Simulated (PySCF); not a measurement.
Gas-phase reaction: (CH3)3SiH + 3 SiH2 = i-Si4H10 + C3H6 (propylene)

Method: PySCF energies plus ideal-gas RRHO corrections (1 bar). † marks an energy on the PBE0/def2-TZVP geometry and frequencies; other levels use their own. MP2 and CCSD(T) freeze the core. 6-31G* has spherical d functions here. All species are closed-shell singlets. B3LYP is the form with VWN-RPA correlation. MP2 isn't extrapolated to the basis-set limit. CCSD(T) isn't extrapolated to the basis-set limit.

MP2/def2-SVP† gives ΔH°(298 K) = -514 kJ.

**Question.** What do MP2/def2-TZVPP†, CCSD(T)/def2-SVP†, B3LYP/6-31G* give?

**Answer.** MP2/def2-TZVPP†: -511 kJ; CCSD(T)/def2-SVP†: -481 kJ; B3LYP/6-31G*: -477 kJ. For scale, ΔH°(298 K) is -514 kJ at this level, -465 kJ at ωB97M-V/def2-TZVP†, and runs from -582 to -438 kJ over the 17 levels computed.
